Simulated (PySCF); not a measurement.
Unknown compound

An unknown has the formula CH2F3N. Its calculated NMR data are:

¹H NMR (400 MHz, computed): δ 2.48 (br s, 2H).

¹³C{¹H} NMR (computed): δ 133.0 (q, J = 327.4 Hz).

Rapidly exchanging positions averaged, non-relativistic Hamiltonian, no solvent, a single conformation. Shielding tensors at PBE0/pcSseg-1 (GIAO); J couplings at B3LYP/pcJ-1; coordinates at the GFN2-xTB level; PySCF 2.14.0 with density-fitted response routines.

δ = σ(ref) − σ, references computed at the same level: ¹H (σ = 31.72 ppm), ¹³C (σ = 186.93 ppm) vs TMS.

What is the structure?

## Answers


The formula gives 0 degrees of unsaturation. Carbon types of the structure: 1 × C, leaving 2 H on heteroatoms. δC 133.0: CF3 carbon; 4 electronegative neighbours deshield it. δH 2.48: hydrogen on an amine nitrogen; labile proton, position sensitive to the medium.

These data were computed for `InChI=1S/CH2F3N/c2-1(3,4)5/h5H2`.

The shifts were computed for this structure.

OH/NH shifts are gas-phase values; hydrogen bonding in solution moves them, usually downfield. Common functionals overestimate the size of one-bond C–F couplings by tens of Hz; these are unscaled. Shifts are as computed. Against solution values, carbons near 30 ppm lie about +3 ppm off and those near 130 ppm about +5 ppm. Of 1211 compounds with measured shifts, 218 miss one by over three times the rms of a fit or turn the order of signals round; such compounds aren't used in these exercises.
